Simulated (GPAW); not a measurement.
**BH3Cl− (SMILES [H][B-]([H])([H])Cl), step by step**

Aim: a geometry optimisation (vdW-DF-cx/sz(dzp)), then vibrational wavenumbers (vdW-DF-cx/sz(dzp)) of BH3Cl−. 

Program for the calculation: GPAW 26.7.0.

6 further runs of the same task are left out: 2 that didn't finish, 4 set aside as unsound or not needed.

## Step 1: Starting point

The species is BH3Cl− (5 atoms), meant as a singlet with charge -1. SMILES: `[H][B-]([H])([H])Cl`. All atoms were displaced at random from a relaxed shape. The run starts from this shape.

Bond lengths: B1–Cl2 1.903 Å, B1–H3 1.193 Å, B1–H4 1.230 Å, B1–H5 1.216 Å. Angles: Cl2–B1–H3 112.8°, Cl2–B1–H4 100.9°, Cl2–B1–H5 103.8°, H3–B1–H4 128.4°, H3–B1–H5 106.7°, H4–B1–H5 101.5°.

## Step 2: A structure relaxation at vdW-DF-cx/sz(dzp) (scalar-relativistic datasets, max step 0.3) (run 1)

run.py reads:

```python
from ase.io import write
from ase.io.zmatrix import parse_zmatrix
from ase.optimize import BFGS
from gpaw import GPAW

# Atomic positions
system = parse_zmatrix("""
B
Cl 1 1.90331
H 1 1.192976 2 112.78249
H 1 1.229572 3 128.40776 2 126.48245
H 1 1.215844 3 106.69089 4 120.21783
""")
system.set_cell([12.0, 12.0, 12.0])
system.center()

# DFT calculator
calc = GPAW(mode='lcao',
            basis='sz(dzp)',
            maxiter=150,
            symmetry='off',
            charge=-1,
            xc={'name': 'vdW-DF-cx', 'backend': 'libvdwxc'},
            h=0.18,
            txt='-')
system.calc = calc

opt = BFGS(system, trajectory='bclh3.traj', maxstep=0.3)
converged = opt.run(fmax=0.05, steps=40)
print('Converged:', converged)
print(f'Final energy: {system.get_potential_energy():.5f} eV')
print(f'r(H2-B0) = {system.get_distance(2, 0):.4f} Ang')
print(f'r(Cl1-B0) = {system.get_distance(1, 0):.4f} Ang')
write('relaxed.xyz', system)
```

Command:

```
$ python3 -u run.py | tee run.out
```

Output:

```text
[...]
Number of symmetries: 1
[...]
  Number of IBZ points: 1
[...]
basis functions: 11
Spin-components: 1 (collinear spins)
Bands:           11
[...]
  Valence electrons: 13.0
[...]
  Grid points: [68 68 68]
  Charge: -1.0  # |e|
[...]
    cutoffs:
[...]
occupation numbers:
  # Zero width
[...]
xc functional:
  name: vdW-DF-cx with libvdwxc
[...]
|iter     |     time |      energy | eigst |  dens |
[...]
|iter:   1| 00:00:09 |   -6.632705 |      c|       |
[...]
Converged in 7 steps
[...]
dipole moment: (-5.695163, -5.866599, -6.110620)  # |e|*Ang
Fermi level: 4.138
[...]
Converged in 6 steps
[...]
Converged in 6 steps
[...]
Converged in 6 steps
[...]
Converged in 6 steps
[...]
|iter:   4| 00:03:31 |   -6.713459c|      c| -4.01c|
Converged in 4 steps
[...]
Energy contributions relative to reference atoms: (reference = -13261.909450)
Energy contributions:
  Kinetic:          25.219052
  Coulomb:         -22.645472
  Zero:              0.070567
  External:          0.000000
  Xc:               -9.357606
  Entropy:           0.000000
  Spinorbit:         0.000000
  ----------------------------
  Free energy:      -6.713459
  Extrapolated:     -6.713459
dipole moment: (-5.753710, -5.866506, -6.098782)  # |e|*Ang
Fermi level: 3.464
Eigenvalues  # (at kpt = [0.000, 0.000, 0.000])
| band index |      eig [eV] | occ [0-2] |
|------------|---------------|-----------|
|          0 |       -12.725 |     2.000 |
|          1 |        -6.424 |     2.000 |
|          2 |        -2.475 |     2.000 |
|          3 |        -2.448 |     2.000 |
|          4 |        -2.150 |     2.000 |
|          5 |         0.021 |     2.000 |
|          6 |         0.027 |     2.000 |
|          7 |         6.900 |     0.000 |
|          8 |        10.750 |     0.000 |
|          9 |        10.810 |     0.000 |
|         10 |        11.047 |     0.000 |
Gap: 6.874 eV
Transition (v -> c):
[...]
Forces  # eV/Ang
|        x |        y |        z |
|----------|----------|----------|
| -0.02212 |  0.00094 |  0.01316 |  # B    0
| -0.00187 |  0.00885 | -0.01355 |  # Cl   1
|  0.00511 |  0.02055 |  0.02198 |  # H    2
| -0.03472 | -0.01661 |  0.00667 |  # H    3
|  0.04243 | -0.02428 | -0.00843 |  # H    4
Force computation time: 0.052  # s
BFGS:   10 hh:mm:ss       -6.713459        0.049610
Converged: True
Final energy: -6.71346 eV
r(H2-B0) = 1.3320 Ang
r(Cl1-B0) = 2.0192 Ang
```

Wall time 3.5 min (1 thread of Arm Neoverse V2, shared host); peak memory 1.7 GiB.

Step by step:

| step | energy from the first frame kept (eV) | largest force (eV/Å) |
| --- | --- | --- |
| 0 | 0.0000 | 3.2180 |
| 1 | -0.3839 | 1.9702 |
| 2 | -0.7130 | 0.7012 |
| 3 | -0.7527 | 0.5986 |
| 4 | -0.7710 | 0.6304 |
| 5 | -0.7937 | 0.5198 |
| 6 | -0.8119 | 0.3921 |
| 7 | -0.8215 | 0.2955 |
| 8 | -0.8245 | 0.1387 |
| 9 | -0.8253 | 0.0605 |
| 10 | -0.8255 | 0.0496 |

After the run. Bond lengths: B1–Cl2 2.019 Å, B1–H3 1.332 Å, B1–H4 1.332 Å, B1–H5 1.333 Å. Angles: Cl2–B1–H3 110.1°, Cl2–B1–H4 109.3°, Cl2–B1–H5 110.7°, H3–B1–H4 109.1°, H3–B1–H5 108.5°, H4–B1–H5 109.1°.

## Step 3: Vibrational wavenumbers at vdW-DF-cx/sz(dzp) (scalar-relativistic datasets, shape nonlinear) (run 2)

relaxed.xyz reads:

```xyz
5
Lattice="12.0 0.0 0.0 0.0 12.0 0.0 0.0 0.0 12.0" Properties=species:S:1:pos:R:3:magmoms:R:1:forces:R:3 free_energy=-6.713458767440032 energy=-6.713458767440032 dipole="-5.75370957403005 -5.866506468735937 -6.098782450927757" magmom=0.0 pbc="F F F"
B        5.33283110       5.83771737       6.08280664       0.00000000      -0.02212345       0.00093951       0.01316319
Cl       7.34620440       5.97762850       6.14670496       0.00000000      -0.00187418       0.00885320      -0.01355249
H        4.78528239       7.03931381       6.25771213       0.00000000       0.00511344       0.02055111       0.02197782
H        4.91718997       5.02430595       7.05171256       0.00000000      -0.03471964      -0.01660835       0.00667024
H        4.93056877       5.35686308       4.90612005       0.00000000       0.04243059      -0.02428260      -0.00843387
```

run_vib.py reads:

```python
from ase.io import read
from ase.thermochemistry import IdealGasThermo
from ase.vibrations import Vibrations
from gpaw import GPAW

# Geometry
system = read('relaxed.xyz')

# Ground state
calculator = GPAW(mode='lcao',
                  basis='sz(dzp)',
                  h=0.18,
                  xc={'name': 'vdW-DF-cx', 'backend': 'libvdwxc'},
                  charge=-1,
                  convergence={'density': 1e-05},
                  maxiter=150,
                  symmetry='off',
                  txt='run.txt')
system.calc = calculator

energy = system.get_potential_energy()
vib = Vibrations(system, delta=0.01)
vib.run()
vib.summary()
freqs = vib.get_frequencies()
zpe = vib.get_zero_point_energy()

thermo = IdealGasThermo(vib_energies=vib.get_energies(), potentialenergy=energy, atoms=system, geometry='nonlinear',
                        symmetrynumber=3, spin=0.0, ignore_imag_modes=True)
H = thermo.get_enthalpy(200.0, verbose=False)
S = thermo.get_entropy(200.0, 1000.0, verbose=False)
G = thermo.get_gibbs_energy(temperature=200.0, pressure=1000.0)
```

Command:

```
$ python run_vib.py > run_vib.log
```

Output:

```text
---------------------
  #    meV     cm^-1
---------------------
  0    9.2i     74.2i
  1    4.2i     33.9i
  2    4.3      34.5
  3    9.7      78.0
  4   12.5     100.5
  5   19.1     153.8
  6   74.7     602.7
  7   91.7     739.6
  8   95.8     772.9
  9  126.0    1016.3
 10  127.1    1024.9
 11  129.4    1043.9
 12  266.2    2146.9
 13  280.5    2262.1
 14  282.9    2281.9
---------------------
Zero-point energy: 0.760 eV
Enthalpy components at T = 200.00 K:
===============================
Enthalpy components at T = 200.00 K:
===============================
E_pot                 -6.713 eV
E_ZPE                  0.737 eV
Cv_trans (0->T)        0.026 eV
Cv_rot (0->T)          0.026 eV
Cv_vib (0->T)          0.002 eV
-------------------------------
U                     -5.923 eV
===============================
(C_v -> C_p)           0.017 eV
-------------------------------
H                     -5.905 eV
===============================

Entropy components at T = 200.00 K and P = 1000.0 Pa:
=================================================
{"":15s}{"S":13s}     {"T*S:13s}
S_trans (1 bar)    0.0015460 eV/K        0.309 eV
S_rot              0.0007564 eV/K        0.151 eV
S_elec             0.0000000 eV/K        0.000 eV
S_vib              0.0000123 eV/K        0.002 eV
S (1 bar -> P)     0.0003968 eV/K        0.079 eV
-------------------------------------------------
S                  0.0027115 eV/K        0.542 eV
=================================================

Free energy components at T = 200.00 K and P = 1000.0 Pa:
=======================
    H         -5.905 eV
 -T*S         -0.542 eV
-----------------------
    G         -6.448 eV
=======================
```

run.txt, cut to the lines that bear on the results:

```text
[...]
Converged in 7 steps
[...]
dipole moment: (-5.753333, -5.865971, -6.095912)  # |e|*Ang
[...]
|iter     |     time |      energy | eigst |  dens |
[...]
|iter:   1| 00:11:06 |   -6.713022c|      c|       |
[...]
|iter:   7| 00:11:25 |   -6.712681c|      c| -5.14c|
Converged in 7 steps
[...]
Energy contributions relative to reference atoms: (reference = -13261.909450)
Energy contributions:
  Kinetic:          25.331901
  Coulomb:         -22.723916
  Zero:              0.069617
  External:          0.000000
  Xc:               -9.390282
  Entropy:           0.000000
  Spinorbit:         0.000000
  ----------------------------
  Free energy:      -6.712681
  Extrapolated:     -6.712681
dipole moment: (-5.754170, -5.867041, -6.101594)  # |e|*Ang
Fermi level: 3.464
Eigenvalues  # (at kpt = [0.000, 0.000, 0.000])
| band index |      eig [eV] | occ [0-2] |
|------------|---------------|-----------|
|          0 |       -12.724 |     2.000 |
|          1 |        -6.439 |     2.000 |
|          2 |        -2.477 |     2.000 |
[... 7 lines of this table left out ...]
|         10 |        11.124 |     0.000 |
Gap: 6.871 eV
Transition (v -> c):
[...]
Forces  # eV/Ang
|        x |        y |        z |
|----------|----------|----------|
|  0.00853 |  0.04750 |  0.15008 |  # B    0
|  0.00130 |  0.00912 | -0.01721 |  # Cl   1
|  0.00679 |  0.01748 |  0.02245 |  # H    2
| -0.03146 | -0.01007 |  0.01307 |  # H    3
|  0.00513 | -0.06954 | -0.14784 |  # H    4
Force computation time: 0.051  # s
timing:  # [seconds]
  Total:  685.491  # ━━━━━━━━━━━━━━━━━━━━━━━━━━━━━━━━━━━━━━━━━━━━━━━━━━━━━━━━
  Init:     9.530  # ━
  SCF:    581.055  # ━━━━━━━━━━━━━━━━━━━━━━━━━━━━━━━━━━━━━━━━━━━━━━━╸
  Forces:   1.609  #
  Move:    93.194  # ━━━━━━━╸
```

Run time: 11 min. Hardware: 1 thread of Arm Neoverse V2, shared host; peak memory 1.7 GiB.

## Step 4: What came out

| quantity | value |
| --- | --- |
| run 1, vdW-DF-cx/sz(dzp): energy as printed (from the program's reference atoms) | -6.7135 eV |
| run 1, vdW-DF-cx/sz(dzp): HOMO energy | 0.03 eV |
| run 1, vdW-DF-cx/sz(dzp): LUMO energy | 6.90 eV |
| run 1, vdW-DF-cx/sz(dzp): HOMO–LUMO gap (to an unbound level, set by the basis) | 6.87 eV |
| run 2, vdW-DF-cx/sz(dzp): lowest harmonic wavenumber | 603 cm⁻¹ |
| run 2, vdW-DF-cx/sz(dzp): highest harmonic wavenumber | 2282 cm⁻¹ |
| run 2, vdW-DF-cx/sz(dzp): zero-point energy | 71.1 kJ/mol |
| run 2, vdW-DF-cx/sz(dzp): ideal-gas entropy at 200 K and 1000 Pa (symmetry number 3 as used) | 62.5 cal/(mol K) |

What this shows: The optimisation (run 1, vdW-DF-cx/sz(dzp)) took 10 steps and changed the energy by -0.826 eV. The HOMO (run 1, vdW-DF-cx/sz(dzp)) lies at positive energy, 0.03 eV; only total energies tell whether the electron is bound. All 9 modes (run 2, vdW-DF-cx/sz(dzp)) are real, so the shape is a minimum at this level.
